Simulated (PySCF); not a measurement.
# COS: magnetic properties

Aim: compute the magnetic properties of COS (`O=C=S`).

Computed with PySCF 2.14.0 and routines of our own; the level stands in each step. Atoms count from 0.

## Step 1: The system as given

3 atoms, charge 0, multiplicity 1; geometry from: GFN2-xTB.

## Step 2: Optimising the geometry at PBE0-D3(BJ)/def2-SVP

Job settings and geometry (Å):

```
{"job": {"xc": "PBE0", "basis": "def2-SVP", "d3": "d3bj", "grid": 1, "kind": "geom"}, "charge": 0, "multiplicity": 1}
O     -1.252113     0.328076    -0.006538
C     -0.121722     0.095601    -0.004425
S      1.385316    -0.214322    -0.001590
```

Started as:

```sh
OMP_NUM_THREADS=1 python excited_run.py task.json out
```

One launch serves the whole session: the jobs run in the order shown.

Output:

```text
step   0  E = -511.06716759  max force = 0.026440
step   1  E = -511.06780999  max force = 0.002821
step   2  E = -511.06781321  max force = 0.000708
step   3  E = -511.06781344  max force = 0.000025
optimisation converged
```

Wall time 1.9 s (1 thread of AMD EPYC 7R13, shared host); peak memory 0.26 GiB.

Step by step:

```
step  energy from step 0 (eV)  largest force component (eV/Å)
   0                   0.0000                          1.3596
   1                  -0.0175                          0.1451
   2                  -0.0176                          0.0364
   3                  -0.0176                          0.0013
```

Distances of close pairs at the start and the end, largest changes first:

```csv
bond,before (Å),after (Å),change (Å)
C1–S2,1.539,1.564,+0.025
O0–C1,1.154,1.156,+0.002
```

The final coordinates are the input of the step that follows.

| at the end point | value |
| --- | --- |
| point group (found at 0.08 Å tolerance) | Cinfv |
| rotational constants (GHz, main isotopes) | 6.087, 6.087 |
| dipole moment (D) | 0.54 |

## Step 3: Magnetic properties: GIAO OLYP/aug-pcSseg-2

Job settings and geometry (Å):

```
{"job": {"kind": "mag", "xc": "OLYP", "basis": "aug-pcSseg-2"}, "charge": 0, "multiplicity": 1}
O     -1.299807     0.317206     0.008382
C     -0.167506     0.082363     0.010470
S      1.363669    -0.235189     0.013298
```

Method: GIAO OLYP/aug-pcSseg-2 magnetisability, rotational g tensor and spin-rotation constants, non-relativistic, gas phase.

Output:

```text
coarse grid: 3800 points
cycle   1  E = -511.5168349197  dE =  4.995e-01  |g| = 6.584e-01  |ddm| = 2.242e+00
cycle   2  E = -510.6126970524  dE =  9.041e-01  |g| = 2.153e+00  |ddm| = 1.488e+00
cycle   3  E = -511.5667189417  dE = -9.540e-01  |g| = 3.099e-01  |ddm| = 1.446e+00
cycle   4  E = -511.5845452931  dE = -1.783e-02  |g| = 2.051e-01  |ddm| = 6.087e-01
cycle   5  E = -511.5958154527  dE = -1.127e-02  |g| = 5.048e-02  |ddm| = 4.325e-01
cycle   6  E = -511.5964572537  dE = -6.418e-04  |g| = 1.030e-02  |ddm| = 1.301e-01
cycle   7  E = -511.5964896104  dE = -3.236e-05  |g| = 8.246e-04  |ddm| = 2.415e-02
cycle   8  E = -511.5964897969  dE = -1.865e-07  |g| = 2.160e-04  |ddm| = 1.751e-03
final grid: 34168 points
cycle   9  E = -511.6050627316  dE = -2.840e-05  |g| = 1.842e-02  |ddm| = 8.703e-02
cycle  10  E = -511.6047124611  dE =  3.503e-04  |g| = 4.675e-02  |ddm| = 4.382e-02
cycle  11  E = -511.6051222571  dE = -4.098e-04  |g| = 4.673e-03  |ddm| = 3.339e-02
cycle  12  E = -511.6051256529  dE = -3.396e-06  |g| = 3.064e-03  |ddm| = 6.819e-03
cycle  13  E = -511.6051280833  dE = -2.430e-06  |g| = 6.035e-04  |ddm| = 5.943e-03
cycle  14  E = -511.6051281864  dE = -1.031e-07  |g| = 4.899e-05  |ddm| = 1.364e-03
cycle  15  E = -511.6051281871  dE = -7.428e-10  |g| = 7.152e-06  |ddm| = 9.383e-05
converged SCF energy = -511.6051281871

Magnetisability tensor (1e-30 J/T^2)
     -675.46       32.13       -0.29
       32.13     -527.20        0.06
       -0.29        0.06     -520.54
isotropic -574.40   principal values    -682.12   -520.54   -520.54
isotropic susceptibility -34.591 1e-6 cm^3/mol

Inertial axes            a          b          c
rot. const./GHz           -     6.0870     6.0870
chi total           -41.078    -31.347    -31.347
chi diamagnetic     -41.078   -218.216   -218.216
chi paramagnetic      0.000    186.868    186.868
quadrupole/D A       -1.047      0.524      0.524
g nuclear                 -     0.5039     0.5039
g electronic              -    -0.5344    -0.5344
g total                   -    -0.0305    -0.0305

Spin-rotation constants (kHz, H = +C I.J)
atom  isotope        aa         bb         cc
  0    17O*           -     -2.319     -2.319
  1    13C*           -      3.240      3.240
  2    33S*           -      1.168      1.168
* in the singly substituted isotopologue
```

It took 7.6 s on 1 thread of AMD EPYC 7R13, shared host; peak memory 0.49 GiB.

From this job:

| quantity | value |
| --- | --- |
| magnetisability | -574·10⁻³⁰ J/T² |
| molar susceptibility | -34.6·10⁻⁶ cm³/mol |
| rotational g (a, b, c) | –, -0.0305, -0.0305 |

## Step 4: Magnetic properties: GIAO KT1/aug-pcSseg-2

Job settings and geometry (Å):

```
{"job": {"kind": "mag", "xc": "KT1", "basis": "aug-pcSseg-2"}, "charge": 0, "multiplicity": 1}
O     -1.299807     0.317206     0.008382
C     -0.167506     0.082363     0.010470
S      1.363669    -0.235189     0.013298
```

Level: GIAO KT1/aug-pcSseg-2 magnetisability, rotational g tensor and spin-rotation constants, non-relativistic, gas phase.

Output:

```text
coarse grid: 3800 points
cycle   1  E = -514.7930694847  dE =  5.084e-01  |g| = 6.429e-01  |ddm| = 1.885e+00
cycle   2  E = -513.9758320814  dE =  8.172e-01  |g| = 2.049e+00  |ddm| = 1.712e+00
cycle   3  E = -514.8375105677  dE = -8.617e-01  |g| = 3.229e-01  |ddm| = 1.674e+00
cycle   4  E = -514.8603466639  dE = -2.284e-02  |g| = 1.827e-01  |ddm| = 7.066e-01
cycle   5  E = -514.8694472672  dE = -9.101e-03  |g| = 4.048e-02  |ddm| = 4.280e-01
cycle   6  E = -514.8698383708  dE = -3.911e-04  |g| = 8.938e-03  |ddm| = 1.233e-01
cycle   7  E = -514.8698632146  dE = -2.484e-05  |g| = 1.173e-03  |ddm| = 2.420e-02
cycle   8  E = -514.8698636633  dE = -4.487e-07  |g| = 2.151e-04  |ddm| = 2.980e-03
final grid: 34168 points
cycle   9  E = -514.8967269163  dE = -1.605e-04  |g| = 1.582e-02  |ddm| = 1.667e-01
cycle  10  E = -514.8963333206  dE =  3.936e-04  |g| = 3.918e-02  |ddm| = 7.865e-02
cycle  11  E = -514.8967486010  dE = -4.153e-04  |g| = 1.025e-02  |ddm| = 7.796e-02
cycle  12  E = -514.8967717881  dE = -2.319e-05  |g| = 3.889e-03  |ddm| = 1.017e-02
cycle  13  E = -514.8967752741  dE = -3.486e-06  |g| = 2.217e-04  |ddm| = 6.797e-03
cycle  14  E = -514.8967752839  dE = -9.800e-09  |g| = 6.828e-05  |ddm| = 8.151e-04
cycle  15  E = -514.8967752850  dE = -1.151e-09  |g| = 1.732e-05  |ddm| = 1.072e-04
cycle  16  E = -514.8967752851  dE = -7.788e-11  |g| = 8.011e-07  |ddm| = 2.267e-05
converged SCF energy = -514.8967752851

Magnetisability tensor (1e-30 J/T^2)
     -684.57       32.08       -0.29
       32.08     -536.53        0.06
       -0.29        0.06     -529.88
isotropic -583.66   principal values    -691.23   -529.88   -529.88
isotropic susceptibility -35.149 1e-6 cm^3/mol

Inertial axes            a          b          c
rot. const./GHz           -     6.0870     6.0870
chi total           -41.627    -31.910    -31.910
chi diamagnetic     -41.627   -218.428   -218.428
chi paramagnetic      0.000    186.518    186.518
quadrupole/D A       -0.666      0.333      0.333
g nuclear                 -     0.5039     0.5039
g electronic              -    -0.5334    -0.5334
g total                   -    -0.0295    -0.0295

Spin-rotation constants (kHz, H = +C I.J)
atom  isotope        aa         bb         cc
  0    17O*           -     -2.290     -2.290
  1    13C*           -      3.152      3.152
  2    33S*           -      1.093      1.093
* in the singly substituted isotopologue
```

Wall time 8.9 s (1 thread of AMD EPYC 7R13, shared host); peak memory 0.49 GiB.

From this job:

```
              quantity                value
       magnetisability      -584·10⁻³⁰ J/T²
  molar susceptibility   -35.1·10⁻⁶ cm³/mol
rotational g (a, b, c)  –, -0.0295, -0.0295
```

## Step 5: Magnetic properties: GIAO KT2/aug-pcSseg-2

Job settings and geometry (Å):

```
{"job": {"kind": "mag", "xc": "KT2", "basis": "aug-pcSseg-2"}, "charge": 0, "multiplicity": 1}
O     -1.299807     0.317206     0.008382
C     -0.167506     0.082363     0.010470
S      1.363669    -0.235189     0.013298
```

Method: GIAO KT2/aug-pcSseg-2 magnetisability, rotational g tensor and spin-rotation constants, non-relativistic, gas phase.

Output:

```text
coarse grid: 3800 points
cycle   1  E = -516.3701161994  dE =  5.237e-01  |g| = 7.349e-01  |ddm| = 2.020e+00
cycle   2  E = -515.3436306273  dE =  1.026e+00  |g| = 2.260e+00  |ddm| = 2.012e+00
cycle   3  E = -516.4253221016  dE = -1.082e+00  |g| = 3.767e-01  |ddm| = 1.971e+00
cycle   4  E = -516.4523793660  dE = -2.706e-02  |g| = 2.320e-01  |ddm| = 8.126e-01
cycle   5  E = -516.4673025505  dE = -1.492e-02  |g| = 5.536e-02  |ddm| = 5.362e-01
cycle   6  E = -516.4680854961  dE = -7.829e-04  |g| = 9.280e-03  |ddm| = 1.636e-01
cycle   7  E = -516.4681124628  dE = -2.697e-05  |g| = 1.808e-03  |ddm| = 3.049e-02
cycle   8  E = -516.4681135183  dE = -1.055e-06  |g| = 3.381e-04  |ddm| = 5.132e-03
final grid: 34168 points
cycle   9  E = -516.4947029785  dE = -1.617e-04  |g| = 1.590e-02  |ddm| = 1.755e-01
cycle  10  E = -516.4943305009  dE =  3.725e-04  |g| = 3.812e-02  |ddm| = 7.665e-02
cycle  11  E = -516.4947225948  dE = -3.921e-04  |g| = 1.039e-02  |ddm| = 7.666e-02
cycle  12  E = -516.4947472040  dE = -2.461e-05  |g| = 4.065e-03  |ddm| = 1.121e-02
cycle  13  E = -516.4947508156  dE = -3.612e-06  |g| = 2.273e-04  |ddm| = 6.335e-03
cycle  14  E = -516.4947508257  dE = -1.007e-08  |g| = 7.235e-05  |ddm| = 7.854e-04
cycle  15  E = -516.4947508270  dE = -1.316e-09  |g| = 1.630e-05  |ddm| = 1.063e-04
cycle  16  E = -516.4947508271  dE = -6.958e-11  |g| = 8.057e-07  |ddm| = 2.378e-05
converged SCF energy = -516.4947508271

Magnetisability tensor (1e-30 J/T^2)
     -675.64       31.15       -0.28
       31.15     -531.89        0.06
       -0.28        0.06     -525.43
isotropic -577.66   principal values    -682.10   -525.43   -525.43
isotropic susceptibility -34.787 1e-6 cm^3/mol

Inertial axes            a          b          c
rot. const./GHz           -     6.0870     6.0870
chi total           -41.077    -31.642    -31.642
chi diamagnetic     -41.077   -217.910   -217.910
chi paramagnetic      0.000    186.268    186.268
quadrupole/D A       -0.702      0.351      0.351
g nuclear                 -     0.5039     0.5039
g electronic              -    -0.5327    -0.5327
g total                   -    -0.0288    -0.0288

Spin-rotation constants (kHz, H = +C I.J)
atom  isotope        aa         bb         cc
  0    17O*           -     -2.314     -2.314
  1    13C*           -      3.194      3.194
  2    33S*           -      1.133      1.133
* in the singly substituted isotopologue
```

Wall time 7.7 s (1 thread of AMD EPYC 7R13, shared host); peak memory 0.49 GiB.

In short:

```
              quantity                value
       magnetisability      -578·10⁻³⁰ J/T²
  molar susceptibility   -34.8·10⁻⁶ cm³/mol
rotational g (a, b, c)  –, -0.0288, -0.0288
```

## Step 6: Magnetic properties: GIAO KT3/aug-pcSseg-2

Job settings and geometry (Å):

```
{"job": {"kind": "mag", "xc": "KT3", "basis": "aug-pcSseg-2"}, "charge": 0, "multiplicity": 1}
O     -1.299807     0.317206     0.008382
C     -0.167506     0.082363     0.010470
S      1.363669    -0.235189     0.013298
```

Method: GIAO KT3/aug-pcSseg-2 magnetisability, rotational g tensor and spin-rotation constants, non-relativistic, gas phase.

Output:

```text
coarse grid: 3800 points
cycle   1  E = -515.9219258860  dE =  5.198e-01  |g| = 7.275e-01  |ddm| = 2.105e+00
cycle   2  E = -514.9045984895  dE =  1.017e+00  |g| = 2.252e+00  |ddm| = 1.773e+00
cycle   3  E = -515.9801468475  dE = -1.076e+00  |g| = 3.574e-01  |ddm| = 1.723e+00
cycle   4  E = -516.0034877789  dE = -2.334e-02  |g| = 2.290e-01  |ddm| = 7.230e-01
cycle   5  E = -516.0180345861  dE = -1.455e-02  |g| = 5.695e-02  |ddm| = 5.107e-01
cycle   6  E = -516.0188784413  dE = -8.439e-04  |g| = 9.042e-03  |ddm| = 1.558e-01
cycle   7  E = -516.0189041664  dE = -2.573e-05  |g| = 1.407e-03  |ddm| = 2.805e-02
cycle   8  E = -516.0189048042  dE = -6.378e-07  |g| = 2.871e-04  |ddm| = 3.851e-03
final grid: 34168 points
cycle   9  E = -516.0434055006  dE = -1.782e-04  |g| = 1.231e-02  |ddm| = 1.372e-01
cycle  10  E = -516.0432027976  dE =  2.027e-04  |g| = 3.271e-02  |ddm| = 2.891e-02
cycle  11  E = -516.0434172517  dE = -2.145e-04  |g| = 5.951e-03  |ddm| = 3.074e-02
cycle  12  E = -516.0434255167  dE = -8.265e-06  |g| = 2.826e-03  |ddm| = 1.164e-02
cycle  13  E = -516.0434276678  dE = -2.151e-06  |g| = 4.871e-04  |ddm| = 4.961e-03
cycle  14  E = -516.0434277238  dE = -5.595e-08  |g| = 6.024e-05  |ddm| = 8.562e-04
cycle  15  E = -516.0434277247  dE = -9.550e-10  |g| = 1.257e-05  |ddm| = 1.856e-04
converged SCF energy = -516.0434277247

Magnetisability tensor (1e-30 J/T^2)
     -671.70       31.15       -0.28
       31.15     -527.96        0.06
       -0.28        0.06     -521.50
isotropic -573.72   principal values    -678.16   -521.50   -521.50
isotropic susceptibility -34.550 1e-6 cm^3/mol

Inertial axes            a          b          c
rot. const./GHz           -     6.0870     6.0870
chi total           -40.840    -31.405    -31.405
chi diamagnetic     -40.840   -217.804   -217.804
chi paramagnetic      0.000    186.399    186.399
quadrupole/D A       -0.851      0.426      0.426
g nuclear                 -     0.5039     0.5039
g electronic              -    -0.5330    -0.5330
g total                   -    -0.0291    -0.0291

Spin-rotation constants (kHz, H = +C I.J)
atom  isotope        aa         bb         cc
  0    17O*           -     -2.306     -2.306
  1    13C*           -      3.186      3.186
  2    33S*           -      1.141      1.141
* in the singly substituted isotopologue
```

Wall time 8.2 s (1 thread of AMD EPYC 7R13, shared host); peak memory 0.49 GiB.

In short:

```
              quantity                value
       magnetisability      -574·10⁻³⁰ J/T²
  molar susceptibility   -34.5·10⁻⁶ cm³/mol
rotational g (a, b, c)  –, -0.0291, -0.0291
```

## Step 7: Magnetic properties: GIAO B97-D/aug-pcSseg-2

Job settings and geometry (Å):

```
{"job": {"kind": "mag", "xc": "B97-D", "basis": "aug-pcSseg-2"}, "charge": 0, "multiplicity": 1}
O     -1.299807     0.317206     0.008382
C     -0.167506     0.082363     0.010470
S      1.363669    -0.235189     0.013298
```

Method: GIAO B97-D/aug-pcSseg-2 magnetisability, rotational g tensor and spin-rotation constants, non-relativistic, gas phase.

Output:

```text
coarse grid: 3800 points
cycle   1  E = -511.4570291107  dE =  5.076e-01  |g| = 7.121e-01  |ddm| = 1.893e+00
cycle   2  E = -510.4546988150  dE =  1.002e+00  |g| = 2.257e+00  |ddm| = 1.724e+00
cycle   3  E = -511.5087314682  dE = -1.054e+00  |g| = 3.632e-01  |ddm| = 1.710e+00
cycle   4  E = -511.5342301259  dE = -2.550e-02  |g| = 2.282e-01  |ddm| = 7.609e-01
cycle   5  E = -511.5483337077  dE = -1.410e-02  |g| = 5.290e-02  |ddm| = 4.893e-01
cycle   6  E = -511.5490265925  dE = -6.929e-04  |g| = 1.037e-02  |ddm| = 1.402e-01
cycle   7  E = -511.5490602447  dE = -3.365e-05  |g| = 1.401e-03  |ddm| = 2.752e-02
cycle   8  E = -511.5490608676  dE = -6.228e-07  |g| = 2.729e-04  |ddm| = 3.676e-03
final grid: 34168 points
cycle   9  E = -511.5560809986  dE = -4.776e-05  |g| = 9.369e-03  |ddm| = 5.964e-02
cycle  10  E = -511.5560115962  dE =  6.940e-05  |g| = 1.805e-02  |ddm| = 3.155e-02
cycle  11  E = -511.5560857158  dE = -7.412e-05  |g| = 4.912e-03  |ddm| = 3.444e-02
cycle  12  E = -511.5560908776  dE = -5.162e-06  |g| = 3.538e-03  |ddm| = 1.122e-02
cycle  13  E = -511.5560933421  dE = -2.465e-06  |g| = 1.731e-04  |ddm| = 1.960e-03
cycle  14  E = -511.5560933485  dE = -6.369e-09  |g| = 4.321e-05  |ddm| = 3.779e-04
cycle  15  E = -511.5560933490  dE = -4.866e-10  |g| = 7.730e-06  |ddm| = 4.322e-05
converged SCF energy = -511.5560933490

Magnetisability tensor (1e-30 J/T^2)
     -672.87       31.28       -0.28
       31.28     -528.53        0.06
       -0.28        0.06     -522.04
isotropic -574.48   principal values    -679.36   -522.04   -522.04
isotropic susceptibility -34.596 1e-6 cm^3/mol

Inertial axes            a          b          c
rot. const./GHz           -     6.0870     6.0870
chi total           -40.912    -31.438    -31.438
chi diamagnetic     -40.912   -218.075   -218.075
chi paramagnetic      0.000    186.638    186.638
quadrupole/D A       -1.077      0.538      0.538
g nuclear                 -     0.5039     0.5039
g electronic              -    -0.5337    -0.5337
g total                   -    -0.0298    -0.0298

Spin-rotation constants (kHz, H = +C I.J)
atom  isotope        aa         bb         cc
  0    17O*           -     -2.307     -2.307
  1    13C*           -      3.265      3.265
  2    33S*           -      1.193      1.193
* in the singly substituted isotopologue
```

Run time: 7.8 s. Hardware: 1 thread of AMD EPYC 7R13, shared host; peak memory 0.49 GiB.

In short:

```
              quantity                value
       magnetisability      -574·10⁻³⁰ J/T²
  molar susceptibility   -34.6·10⁻⁶ cm³/mol
rotational g (a, b, c)  –, -0.0298, -0.0298
```

## Step 8: Magnetic properties: GIAO HCTH407/aug-pcSseg-2

Job settings and geometry (Å):

```
{"job": {"kind": "mag", "xc": "HCTH407", "basis": "aug-pcSseg-2"}, "charge": 0, "multiplicity": 1}
O     -1.299807     0.317206     0.008382
C     -0.167506     0.082363     0.010470
S      1.363669    -0.235189     0.013298
```

With the program's defaults for keys left out, this is: GIAO HCTH407/aug-pcSseg-2 magnetisability, rotational g tensor and spin-rotation constants, non-relativistic, gas phase.

Output:

```text
coarse grid: 3800 points
cycle   1  E = -511.5439469705  dE =  5.014e-01  |g| = 6.895e-01  |ddm| = 2.125e+00
cycle   2  E = -510.5973995863  dE =  9.465e-01  |g| = 2.198e+00  |ddm| = 1.735e+00
cycle   3  E = -511.5955914318  dE = -9.982e-01  |g| = 3.398e-01  |ddm| = 1.651e+00
cycle   4  E = -511.6175487109  dE = -2.196e-02  |g| = 2.164e-01  |ddm| = 6.210e-01
cycle   5  E = -511.6300855690  dE = -1.254e-02  |g| = 5.443e-02  |ddm| = 4.585e-01
cycle   6  E = -511.6308364241  dE = -7.509e-04  |g| = 1.022e-02  |ddm| = 1.552e-01
cycle   7  E = -511.6308689640  dE = -3.254e-05  |g| = 1.069e-03  |ddm| = 2.645e-02
cycle   8  E = -511.6308693037  dE = -3.398e-07  |g| = 2.589e-04  |ddm| = 2.287e-03
final grid: 34168 points
cycle   9  E = -511.6344206646  dE = -4.991e-05  |g| = 5.674e-03  |ddm| = 6.381e-02
cycle  10  E = -511.6343850225  dE =  3.564e-05  |g| = 1.441e-02  |ddm| = 9.213e-03
cycle  11  E = -511.6344225383  dE = -3.752e-05  |g| = 2.871e-03  |ddm| = 9.737e-03
cycle  12  E = -511.6344236782  dE = -1.140e-06  |g| = 2.017e-03  |ddm| = 6.018e-03
cycle  13  E = -511.6344248337  dE = -1.156e-06  |g| = 1.445e-04  |ddm| = 3.200e-03
cycle  14  E = -511.6344248390  dE = -5.218e-09  |g| = 2.361e-05  |ddm| = 2.348e-04
cycle  15  E = -511.6344248391  dE = -1.303e-10  |g| = 3.705e-06  |ddm| = 6.036e-05
converged SCF energy = -511.6344248391

Magnetisability tensor (1e-30 J/T^2)
     -672.08       31.69       -0.28
       31.69     -525.85        0.06
       -0.28        0.06     -519.27
isotropic -572.40   principal values    -678.65   -519.27   -519.27
isotropic susceptibility -34.471 1e-6 cm^3/mol

Inertial axes            a          b          c
rot. const./GHz           -     6.0870     6.0870
chi total           -40.869    -31.271    -31.271
chi diamagnetic     -40.869   -217.994   -217.994
chi paramagnetic      0.000    186.722    186.722
quadrupole/D A       -1.033      0.516      0.516
g nuclear                 -     0.5039     0.5039
g electronic              -    -0.5340    -0.5340
g total                   -    -0.0301    -0.0301

Spin-rotation constants (kHz, H = +C I.J)
atom  isotope        aa         bb         cc
  0    17O*           -     -2.308     -2.308
  1    13C*           -      3.248      3.248
  2    33S*           -      1.172      1.172
* in the singly substituted isotopologue
```

Run time: 7.8 s. Hardware: 1 thread of AMD EPYC 7R13, shared host; peak memory 0.49 GiB.

From this job:

| quantity | value |
| --- | --- |
| magnetisability | -572·10⁻³⁰ J/T² |
| molar susceptibility | -34.5·10⁻⁶ cm³/mol |
| rotational g (a, b, c) | –, -0.0301, -0.0301 |

## Step 9: Magnetic properties side by side

```csv
level,ξ (10⁻³⁰ J/T²),g(a),g(b),gap (eV),functions,time
GIAO OLYP/aug-pcSseg-2,-574,–,-0.0305,5.59,163,7.6 s
GIAO KT1/aug-pcSseg-2,-584,–,-0.0295,5.66,163,8.9 s
GIAO KT2/aug-pcSseg-2,-578,–,-0.0288,5.66,163,7.7 s
GIAO KT3/aug-pcSseg-2,-574,–,-0.0291,5.67,163,8.2 s
GIAO B97-D/aug-pcSseg-2,-574,–,-0.0298,5.59,163,7.8 s
GIAO HCTH407/aug-pcSseg-2,-572,–,-0.0301,5.61,163,7.8 s
```

## Step 10: Results

| quantity | value |
| --- | --- |
| point group | Cinfv |
| rotational constants (main isotopes) | 6.09, 6.09 GHz |
| magnetisability (step 3, GIAO OLYP/aug-pcSseg-2) | -574·10⁻³⁰ J/T² |
| molar susceptibility (step 3, GIAO OLYP/aug-pcSseg-2) | -34.6·10⁻⁶ cm³/mol |
| rotational g (a, b, c) (step 3, GIAO OLYP/aug-pcSseg-2) | –, -0.0305, -0.0305 |
| magnetisability over the levels | -584 to -572·10⁻³⁰ J/T² |

Relaxing lowered the energy by 0.018 eV in 3 steps; the close pair that moved most is C1–S2, from 1.539 to 1.564 Å. No frequency check was run at this level, so the end point may be a saddle. The magnetisability spreads by 2.0 % over 6 levels of like cost. Vibrational averaging and real surroundings are missing from these values.
